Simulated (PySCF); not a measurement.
C3H2FS2 (charge +1).
SMILES: `F[c+]1sccs1`

Level of theory: EOM-IP-CCSD/aug-cc-pVDZ in PySCF, restricted Hartree–Fock reference, 14 core orbitals frozen, non-relativistic, gas phase, PBE0-D3(BJ)/def2-SVP geometry.

Hartree–Fock orbital energies give these Koopmans values (eV): HOMO 15.57, HOMO-1 16.93, HOMO-2 19.11, HOMO-3 20.62, HOMO-4 20.63, HOMO-5 20.75.

Task: What vertical ionisation energies does EOM-IP-CCSD give?

Result: 
| leading hole (HF orbital) | Koopmans (eV) | EOM-IP-CCSD (eV) | change (eV) | one-hole share |
| --- | --- | --- | --- | --- |
| HOMO | 15.57 | 15.49 | -0.08 | 0.95 |
| HOMO-1 | 16.93 | 16.47 | -0.46 | 0.95 |
| HOMO-2 | 19.11 | 18.17 | -0.94 | 0.95 |
| HOMO-3 | 20.62 | 19.20 | -1.42 | 0.95 |
| HOMO-4 | 20.63 | 19.30 | -1.33 | 0.91 |
| HOMO-5 | 20.75 | 19.52 | -1.23 | 0.94 |

Task: Does the order of the lines follow the orbital energies?

Result: Yes, no two lines change places. The corrections run from -1.42 to -0.08 eV, with a mean of -0.91 eV over the 6 lines; no line lies above its Koopmans value. Koopmans values leave out both the relaxation of the orbitals and the change in correlation energy.

Task: At what kinetic energies would He I light (21.22 eV) eject these electrons?

Result: 5.73 eV (HOMO), 4.75 eV (HOMO-1), 3.05 eV (HOMO-2), 2.02 eV (HOMO-3), 1.92 eV (HOMO-4), 1.70 eV (HOMO-5).

Task: What total energy has the lowest final state, and which wavelength reaches it?

Result: E(CCSD) + ionisation energy = -1009.89199 + 0.56920 = -1009.32279 Eh, at the geometry of the initial state. The threshold wavelength is 1239.84 eV nm/15.49 eV = 80.0 nm.

Lines less than 0.15 eV apart could change places at a higher level. One root was sought for each valence orbital with −ε under 21 eV, eight at most, so deeper holes and satellites are missing; no vibrational structure.
